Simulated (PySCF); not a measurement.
# AlO⁺: one state, many levels of theory

State: ³Π (triplet), unpaired electrons σ ↑, π ↑. Set-up: Al def2-SVPD, O def2-SVPD; no relativity (PySCF 2.14). De refers to Al⁺ + O in their high-spin ground configurations, without counterpoise correction. The functionals are run spin-unrestricted. A positive dipole points towards O; it is taken about the centre of mass and depends on that origin. Levels whose curve was spin-contaminated or gave no clean fit are not listed.

| Level | Re (Å) | ωe (cm⁻¹) | De (eV) | μ (D) | CPU s a point (SCF and correlation, without the integrals) |
| --- | --- | --- | --- | --- | --- |
| UHF-MP2 | 1.755 | 818 | 1.16 | n/a | 0.19 |
| UHF-SCS-MP2 | 1.756 | 811 | 0.97 | n/a | n/a |
| UHF-CCSD | 1.765 | 740 | 0.78 | n/a | n/a |
| UHF-CCSD(T) | 1.773 | 735 | 0.89 | n/a | 2.2 |
| LDA | 1.766 | 735 | 2.06 | -4.46 | 0.37 |
| PBE | 1.788 | 700 | 1.61 | -4.45 | 0.56 |
| r²SCAN | 1.762 | 751 | 1.71 | -4.71 | 0.83 |
| PBE0 | 1.762 | 739 | 1.32 | -4.72 | 0.81 |
| MN15 | 1.756 | 748 | 1.32 | -4.87 | 0.91 |
| M06-2X | 1.754 | 765 | 1.21 | -4.85 | 0.94 |

The bond length runs from 1.754 Å (M06-2X) to 1.788 Å (PBE). De spans 0.78 eV (UHF-CCSD, coupled cluster) to 2.06 eV (LDA, local density).

Correlated steps freeze 6 core orbitals. Correlated levels converge slowly with the basis: in double zeta they bind strong bonds too weakly, by up to about 1 eV, and carry superposition errors of some tenths. For an ion De counts to the pair picked by the measured ionisation energies or electron affinities, which need not be the lowest pair at this level. Counting both spins, an empty level lies below a filled one in some of these solutions, because spin and occupation are held. The state is the lowest determinant that a PBE0 search found; another state may lie lower at other levels.

The whole job (state search and all levels along the bond) took about 1.7 min on 1 thread of Arm Neoverse V1 (shared host), peak memory 0.54 GiB.
